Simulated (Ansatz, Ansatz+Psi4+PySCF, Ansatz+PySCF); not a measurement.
```
atom    x (Å)    y (Å)    z (Å)
   H  -2.1130   0.3191  -0.2159
   C  -1.2081  -0.2533  -0.0636
   N  -0.0624   0.4789   0.1908
   O   1.1825  -0.2604  -0.1770
   H   1.6990  -0.2164   0.6358
   H  -1.2455  -1.2569   0.3360
   H  -0.0380   1.3590  -0.3170
```

Basis set: cc-pVTZ (spherical functions). Frozen core: 3 orbitals. Correlation on ROHF uses semicanonical orbitals with singles. Charge 0, multiplicity 2.

Computed with Ansatz (development build ahead of 0.2.0); each method stands on the lowest determinant of its kind that the runs found.

Task: Give the atomization energy at this shape (free ground-state atoms in the same class of orbitals less the molecule, no zero-point energy) of doublet CH4NO by ROHF-MP2, UHF-MP2.

Result:

```tsv
method	atomization energy
ROHF-MP2	23.12 eV
UHF-MP2	23.09 eV
```
